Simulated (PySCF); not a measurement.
# ClF: magnetic properties

One table from this session's results is given with a row withheld; the runs are named, their logs left out.

Computed with PySCF 2.14.0 and routines of our own; the level stands in each step. Atoms count from 0.

### The starting structure

2 atoms, charge 0, multiplicity 1; geometry from: GFN2-xTB.

The first run:

What the job is given:

```
{"job": {"xc": "PBE0", "basis": "def2-SVP", "d3": "d3bj", "grid": 1, "kind": "geom"}, "charge": 0, "multiplicity": 1}
F      0.842181    -0.002998    -0.002713
Cl    -0.839424     0.004267    -0.011435
```

Run with:

```
$ OMP_NUM_THREADS=1 python excited_run.py task.json out
```

This one command runs all jobs of the session in turn.

Among the steps run: Relaxing the molecule at PBE0-D3(BJ)/def2-SVP; Magnetic properties: GIAO revPBE/aug-pcSseg-2; Magnetic properties: GIAO PW91/aug-pcSseg-2; Magnetic properties: GIAO B3LYP/aug-pcSseg-2; Magnetic properties: GIAO X3LYP/aug-pcSseg-2; Magnetic properties: GIAO PBE0/aug-pcSseg-2; Magnetic properties: GIAO mPW1PW91/aug-pcSseg-2; Magnetic properties: GIAO B97-2/aug-pcSseg-2; Magnetic properties: GIAO BHandHLYP/aug-pcSseg-2; Magnetic properties: GIAO HSE06/aug-pcSseg-2; Magnetic properties: GIAO CAM-B3LYP/aug-pcSseg-2; Magnetic properties: GIAO wB97X/aug-pcSseg-2; Magnetic properties: GIAO wB97X-D/aug-pcSseg-2.

One table of the session follows, with a row left open; its other results are not shown here.

| level | gap (eV) |
| --- | --- |
| GIAO revPBE/aug-pcSseg-2 | ? |
| GIAO PW91/aug-pcSseg-2 | 3.30 |
| GIAO B3LYP/aug-pcSseg-2 | 5.63 |
| GIAO X3LYP/aug-pcSseg-2 | 5.82 |
| GIAO PBE0/aug-pcSseg-2 | 6.23 |
| GIAO mPW1PW91/aug-pcSseg-2 | 6.24 |
| GIAO B97-2/aug-pcSseg-2 | 5.83 |
| GIAO BHandHLYP/aug-pcSseg-2 | 9.06 |
| GIAO HSE06/aug-pcSseg-2 | 5.41 |
| GIAO CAM-B3LYP/aug-pcSseg-2 | 8.92 |
| GIAO wB97X/aug-pcSseg-2 | 11.16 |
| GIAO wB97X-D/aug-pcSseg-2 | 10.09 |

Q: Estimate the row for GIAO revPBE/aug-pcSseg-2 from the others.

As computed: gap (eV): 3.34. In the column «gap (eV)» it lies between GIAO PW91/aug-pcSseg-2 (3.30) and GIAO HSE06/aug-pcSseg-2 (5.41).

Caveats from the session: Vibrational averaging and real surroundings are missing from these values.
